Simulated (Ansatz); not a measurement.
System: rock-salt RbBr. Method: BLYP (Ansatz, a first-principles code, plane waves, PAW).

Run with plane-wave cutoff 520 eV, 8×8×8 k mesh, Fermi–Dirac smearing 0.01 eV, scalar-relativistic PAW data made under PBE.

Pressure at four volumes; x = ln(V/45.720 Å³). One pressure is withheld.

| V (Å³/atom) | x | P (GPa) |
|---|---|---|
| 42.977 | -0.0619 | ? |
| 43.891 | -0.0408 | 0.469 |
| 45.720 | 0.0000 | 0.000 |
| 48.463 | 0.0583 | -0.522 |

Pass a parabola P(x) through the three rows shown, estimate the bulk modulus and its pressure derivative near zero pressure, and predict the withheld pressure.

Slopes between the rows: (0.000 − (0.469))/(0.0000 − (-0.0408)) = -11.50 and (-0.522 − (0.000))/(0.0583 − (0.0000)) = -8.95 GPa. Their difference over the span 0.0991 is c = 2.55/0.0991 = 25.7 GPa, so P(x) = 0.469 + (-11.50)(x − (-0.0408)) + 25.7 (x − (-0.0408))(x − (0.0000)). At the middle row B = −dP/dx = −[-11.50 + 25.7 × 0.0408] = 10.5 GPa, and B′ = dB/dP = 2c/B = 4.9. At x = -0.0619 the parabola gives 0.745 GPa; the run gives 0.749 GPa. The Birch–Murnaghan fit to the energies at all volumes has B0 = 10.4 GPa and B′ = 5.0.

Measured, for comparison: bulk modulus 16 GPa (4 K, zero-point motion not removed; as tabulated in Doll and Stoll (1998), arXiv:cond-mat/9801031). Computed (rounded) less measured: bulk modulus -35 %.

Note: the cell is over a tenth larger than the published one: the level's own overestimate first of all, though another phase or state, or a fault of the published cell, is possible.
